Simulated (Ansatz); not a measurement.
## Pressure series in Au

The reference is Au in the fcc (Cu type) structure (space group Fm-3m, No. 225; a = 4.083 Å).

Cell and atoms are relaxed at each pressure.

The values are results of DFT with PBEsol, PAW potentials and a 420 eV plane-wave cutoff in Ansatz (a program for electronic structure), scalar-relativistic without spin-orbit coupling, not measurements.

```tsv
P (GPa)	V (Å³/atom)
-2.00	17.225
-1.00	17.122
0.90	16.936
2.10	16.825
4.51	16.617
9.01	16.267
15.01	15.864
22.51	15.436
30.01	15.071
```

A third-order Birch–Murnaghan fit to these points gives V₀ = 17.02 Å³/atom, B₀ = 174 GPa and B₀′ = 5.7. At pressure 30 GPa the volume is 88.5 % of V₀.

Measured bulk modulus of Au: 182 GPa (static lattice; corrected from measurement; as listed in Daniel Mejia-Rodriguez, S. B. Trickey, Phys. Rev. B (2018)); the computed value is 4 % below it.

Load acts through the strain it causes; cell and atoms are relaxed under it. Stability against distortions was not tested. No other phases were tried under pressure.
